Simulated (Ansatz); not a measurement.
Name a neutral molecule of C, N, S and H with HOMO–LUMO gap (ωB97M-V/def2-TZVPP) between 10.35 and 10.65 eV and LUMO energy (PBE0/def2-TZVPP) between 0.00 and 0.30 eV (Ansatz, PBE0-D4/def2-TZVP geometry).

`CN1CSC1` (10.60 eV, 0.06 eV); `N/C=C\S` (10.64 eV, 0.27 eV). Other molecules can fit too; these were computed, each in one conformer that needn't be the lowest.
